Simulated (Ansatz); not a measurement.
# SiH₃+ (singlet): wave-function methods side by side at a displaced geometry (v2), cc-pVDZ

One table from this session's results is given with a row withheld; the runs are named, their logs left out.

Method: cc-pVDZ, core rule «outside noble gas», up to 5 orbitals frozen; program: Ansatz 0.2.0, Gaussian basis.

The runs, in order: UHF; CCSD(T) on RHF; BCCD(T) on RHF; CISD; CCSDT(Q) on RHF; CCSDTQ on RHF; Full CI.

19 further runs of the same task are left out: 5 for a known fault of the program, 8 that didn't finish, 6 set aside as unsound or not needed.

### The geometry

The geometry is a PBE0/def2-TZVP stationary point (not a proven minimum) with its atoms shifted at random (size 0.100 Å).

4 atoms, charge 1, spin multiplicity 1.

Atoms are counted from 1 here; the program's logs count them from 0.

Bond lengths: Si1–H2 1.307 Å, Si1–H3 1.499 Å, Si1–H4 1.544 Å. Angles: H2–Si1–H3 122.9°, H2–Si1–H4 119.1°, H3–Si1–H4 117.9°.

The first run:

in.yaml

```yaml
crystal:
  periodic: [false, false, false]
  atoms:
    - {symbol: Si, position_ang: [0.008368, 0.003078, -0.001187]}
    - {symbol: H, position_ang: [1.315437, 0.025679, 0.010311]}
    - {symbol: H, position_ang: [-0.828179, 1.246651, -0.000678]}
    - {symbol: H, position_ang: [-0.720427, -1.358092, 0.023442]}
basis:
  gaussian: {orbitals: cc-pVDZ}
total_charge: 1
magnetization: {spin_polarized: true, initial_magnetization: 0}
hamiltonian: {xc: hf}
output: {orbitals: {seedname: orbitals}}
```

Launch:

```bash
> ansatz run in.yaml --threads 1 --pin off --events-out ev --progress --plain --max-ram 2393MiB
```

Steps of the session up to this table: UHF; CCSD(T) on RHF; BCCD(T) on RHF; CISD; CCSDT(Q) on RHF; CCSDTQ on RHF; Full CI.

One table of the session follows, with a row left open; its other results are not shown here.

It belongs to the step «Misses and costs». 

```
   method  from FCI (meV)
      RHF         +3006.4
     RMP2          +730.8
     CISD               ?
    RCCSD           +54.3
 RCCSD(T)           +13.5
  BCCD(T)           +13.2
   RCCSDT            +1.2
RCCSDT(Q)            +0.3
  RCCSDTQ             0.0
      FCI               0
```

Q: Estimate the row for CISD from the others.

As computed: from FCI (meV): +149.7. In the column «from FCI (meV)» it lies between RCCSD (+54.3) and RMP2 (+730.8).
